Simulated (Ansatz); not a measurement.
```yaml
crystal:
  periodic: [false, false, false]
  atoms:
    - {symbol: Nb, position_ang: [0.000000, 0.000000, 0.000000]}
    - {symbol: O, position_ang: [0.000000, 0.000000, 2.110000]}
basis:
  gaussian: {orbitals: def2-TZVP}
total_charge: 1
hamiltonian: {xc: pbe0}
relax: {f_tol: 0.004, max_steps: 80}
```

```sh
$ ansatz run in.yaml --threads 1 --pin off --events-out ev --progress --plain --max-ram 2176MiB
```

Steps of the relaxation (energy above the last step; positions in Å, forces in eV/Å):

```
2
step 1, 3509.0 meV
Nb    0.000    0.000    0.000    0.000    0.000    9.860
O     0.000    0.000    2.110    0.000    0.000   -9.860
```

```
2
step 2, 200.3 meV
Nb    0.000    0.000    0.195    0.000    0.000    4.411
O     0.000    0.000    1.915    0.000    0.000   -4.411
```

```
2
step 3, 380.0 meV
Nb    0.000    0.000    0.288    0.000    0.000   -8.196
O     0.000    0.000    1.822    0.000    0.000    8.196
```

```
2
step 6, 0.0 meV
Nb    0.000    0.000    0.237    0.000    0.000    0.000
O     0.000    0.000    1.873    0.000    0.000    0.000
```

Close pairs at the end: Nb1–O2 1.635 Å.

A stationary point of restricted PBE0 after 6 steps (its stability towards spin polarisation wasn't tested). 10 s on 1 thread of Intel Xeon Platinum 8375C, shared host.
